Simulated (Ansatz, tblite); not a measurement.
**The cluster Cu4Ag−: isomers from a random search**

One table from this session's results is given with a row withheld; the runs are named, their logs left out.

The runs use Ansatz 0.2.0, Gaussian basis; relaxed with PBE-D4/def2-SVPD, singlet.

2 further runs of the same task are left out: 2 set aside as unsound or not needed. Runs told in other sessions of the task aren't counted.

## The starting structure

5 atoms, charge -1, spin multiplicity 1.

Atoms are counted from 1 here; the program's logs count them from 0.

Bond lengths: Ag1–Cu2 2.532 Å, Ag1–Cu3 2.531 Å, Ag1–Cu4 2.530 Å, Ag1–Cu5 2.528 Å, Cu2–Cu4 2.414 Å, Cu2–Cu5 2.415 Å, Cu3–Cu4 2.414 Å, Cu3–Cu5 2.414 Å. Angles: Cu2–Ag1–Cu3 84.9°, Cu2–Ag1–Cu4 57.0°, Cu2–Ag1–Cu5 57.0°, Cu3–Ag1–Cu4 57.0°, Cu3–Ag1–Cu5 57.0°, Cu4–Ag1–Cu5 84.9°, Ag1–Cu2–Cu4 61.5°, Ag1–Cu2–Cu5 61.4°, Cu4–Cu2–Cu5 89.9°, Ag1–Cu3–Cu4 61.5°, Ag1–Cu3–Cu5 61.4°, Cu4–Cu3–Cu5 90.0°, Ag1–Cu4–Cu2 61.6°, Ag1–Cu4–Cu3 61.5°, Cu2–Cu4–Cu3 90.1°, Ag1–Cu5–Cu2 61.6°, Ag1–Cu5–Cu3 61.6°, Cu2–Cu5–Cu3 90.0°.

Geometry (Å):

```xyz
5

Ag   -0.7246   -0.3288    1.2644
Cu    1.3110    1.0067    0.5704
Cu   -0.9473   -0.8418   -1.2042
Cu    1.1579   -1.3021   -0.1167
Cu   -0.7971    1.4661   -0.5138
```

Ag takes a core potential in the def2 sets. No spin-orbit coupling is included. The ion is computed in the gas phase, without counter-ions or solvent.

A search from random starts with GFN1-xTB found 3 distinct shapes; 3 go on here. The structure above is candidate A, which lies 0.00 eV above the lowest at that level; B lies 0.07 eV above the lowest at that level; C lies 0.32 eV above the lowest at that level.

Set-up of the first run:

Contents of in.yaml:

```yaml
crystal:
  periodic: [false, false, false]
  atoms:
    - {symbol: Ag, position_ang: [-0.724580, -0.328840, 1.264350]}
    - {symbol: Cu, position_ang: [1.311040, 1.006690, 0.570370]}
    - {symbol: Cu, position_ang: [-0.947290, -0.841810, -1.204160]}
    - {symbol: Cu, position_ang: [1.157920, -1.302090, -0.116720]}
    - {symbol: Cu, position_ang: [-0.797090, 1.466050, -0.513840]}
basis:
  gaussian: {orbitals: def2-SVPD}
total_charge: -1
hamiltonian: {xc: pbe, dispersion: d4}
scf: {lower_state_search: "off"}
output: {orbitals: {seedname: orbitals}}
relax: {f_tol: 0.02, max_steps: 100}
```

Run with:

```sh
$ ansatz run in.yaml --threads 4 --pin off --events-out ev --progress --plain --max-ram 4787MiB
```

Steps of the session up to this table: Relaxing candidate A; Relaxing candidate B; Relaxing candidate C; Candidate A, PBE0-D4/def2-TZVPD; Candidate A, PBE-D4/def2-TZVPD; Candidate A, r2SCAN-D4/def2-TZVPD; Candidate A, ωB97X-V/def2-TZVPD; Candidate A, r2SCAN0-D4/def2-TZVPD; Candidate A, LDA/def2-TZVPD; Candidate A, CCSD(T)/def2-SVPD; Candidate A, MP2/def2-TZVPD; Candidate C, PBE0-D4/def2-TZVPD; Candidate C, PBE-D4/def2-TZVPD; Candidate C, r2SCAN-D4/def2-TZVPD; Candidate C, ωB97X-V/def2-TZVPD; Candidate C, r2SCAN0-D4/def2-TZVPD; Candidate C, LDA/def2-TZVPD; Candidate C, CCSD(T)/def2-SVPD; Candidate C, MP2/def2-TZVPD.

One of the session's tables, all rows but one given; the rest of the session is left out.

It belongs to the step «C against B». 

| level | C above B (kJ/mol) |
| --- | --- |
| GFN1-xTB | +24.1 |
| GFN2-xTB | +121.2 |
| HF/def2-SVPD | +36.6 |
| HF/def2-TZVPD | +40.4 |
| LDA/def2-TZVPD | +25.4 |
| PBE-D4/def2-TZVPD | +32.7 |
| r2SCAN-D4/def2-TZVPD | +29.3 |
| PBE0-D4/def2-TZVPD | ? |
| r2SCAN0-D4/def2-TZVPD | +29.0 |
| ωB97X-V/def2-TZVPD | +32.2 |
| MP2/def2-SVPD | +3.1 |
| MP2/def2-TZVPD | +14.8 |
| CCSD/def2-SVPD | +19.8 |
| CCSD(T)/def2-SVPD | +13.0 |

Estimate the missing values for PBE0-D4/def2-TZVPD.

**Answer.** C above B (kJ/mol): +31.3. In the column «C above B (kJ/mol)» it lies between r2SCAN-D4/def2-TZVPD (+29.3) and ωB97X-V/def2-TZVPD (+32.2).

CCSD(T)/def2-SVPD is no safe reference here (restricted state is unstable towards broken spin symmetry).

Limits of these values: The search was small, so a lower isomer may exist. Only singlets are compared; another spin may lie lower and prefer another shape. The anion's highest level is positive in at least one run, so there the basis alone may hold the extra electron.
